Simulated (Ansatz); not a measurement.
The input, for Ansatz 0.2.0:

```yaml
crystal:
  periodic: [false, false, false]
  atoms:
    - {symbol: Si, position_ang: [0.000000, 0.000000, 0.000000]}
    - {symbol: Ge, position_ang: [0.000000, 0.000000, 2.463500]}
basis:
  gaussian: {orbitals: aug-cc-pVTZ}
magnetization: {spin_polarized: false, initial_magnetization: 4}
correlation: {method: fic_mrcisd_q, electrons: outside_noble_gas, active_space: {window: {electrons: 8, orbitals: 8}, shells: [{species: Ge, l: s, shell: 4}, {species: Ge, l: p, shell: 4}, {species: Si, l: s, shell: 3}, {species: Si, l: p, shell: 3}]}}
```

```sh
$ ansatz run in.yaml --threads 2 --pin off --events-out ev --progress --plain --max-ram 16896MiB --backend cuda --devices 0, --max-vram 18GiB
```

Log:

```
1177 factors; integrals over basis functions are off by at most 1.7e-7 eV
mean field evaluation 1: about -64333.6979 eV, gradient 4.8e0 eV
mean field evaluation 2: about -64333.8047 eV, gradient 5.0e0 eV
mean field evaluation 4: about -64334.3519 eV, gradient 9.9e-1 eV
mean field evaluation 8: about -64334.3673 eV, gradient 2.5e-1 eV
mean field evaluation 16: about -64334.3688 eV, gradient 1.7e-6 eV
mean field evaluation 32: about -64334.1652 eV, gradient 1.6e0 eV
mean field -64334.36877237 eV, -2364.2444449831 hartree, gradient 1.7e-6 eV, S^2 6.000000; 4 other end points of the search recorded, 0 dependent functions left out
reference -64334.36877237 eV, -2364.2444449831 hartree; 25, 21 occupied and 84, 88 virtual orbitals, 1177 factors
state -64335.42242022 eV, -2364.2831658276 hartree
contracted CI cycle   1: correlation 0.00000000 eV, 0.0000000000 hartree, residual 1.26e1 eV
contracted CI cycle   2: correlation -3.32845755 eV, -0.1223185587 hartree, residual 2.36e0 eV
contracted CI cycle   3: correlation -3.44635475 eV, -0.1266512011 hartree, residual 5.25e-1 eV
contracted CI cycle   4: correlation -3.45178897 eV, -0.1268509049 hartree, residual 1.20e-1 eV
contracted CI cycle   5: correlation -3.45207763 eV, -0.1268615129 hartree, residual 3.00e-2 eV
contracted CI cycle   6: correlation -3.45209569 eV, -0.1268621767 hartree, residual 7.77e-3 eV
contracted CI cycle   7: correlation -3.45209688 eV, -0.1268622203 hartree, residual 2.05e-3 eV
contracted CI cycle   8: correlation -3.45209696 eV, -0.1268622233 hartree, residual 5.34e-4 eV
state -64335.42242022 eV, -2364.2831658276 hartree; corrected -64339.20319538 eV, -2364.4221067519 hartree
Total energy: -64339.20319538 eV, -2364.4221067519 hartree
Checks for a lower state left out: starts, orbital_swaps
```

Natural occupations: 1.9825 1.9352 1.0135 1.0018 0.9992 0.9772 0.0556 0.0350.

Ran on 2 threads of AMD EPYC 7R13 with a shared H100 80 GB, shared host: 5.5 s wall, 0.89 GiB peak host memory.
